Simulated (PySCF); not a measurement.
## Working out the ionisation energy of P

P [Ne] 3s2 3p3 (4S) → P⁺ [Ne] 3s2 3p2 (3P). Computed with PySCF 2.14 in aug-cc-pV(D+d)Z, with the non-relativistic Hamiltonian (point nucleus). Frozen: [Ne]. Energies in hartree (1 hartree = 27.21139 eV):

```csv
part,P (lower),P⁺ (upper)
UHF,-340.709958,-340.344823
CCSD correlation,-0.087235,-0.073022
(T),-0.001697,-0.001143
```

Q: What does Hartree-Fock give?

A: (-340.344823) − (-340.709958) = 0.365135 hartree = 9.936 eV.

Q: What do CCSD and CCSD(T) give?

A: The CCSD correlation energies differ by 0.014213 hartree = 0.387 eV and the triples by 0.000554 hartree = 0.015 eV, so CCSD gives 10.323 eV and CCSD(T) 10.338 eV.

Measured between the centres of the two terms (NIST): 10.526 eV, so CCSD(T) (valence) is off by -0.188 eV.

What remains against the reference includes basis incompleteness, the frozen core and higher excitations.
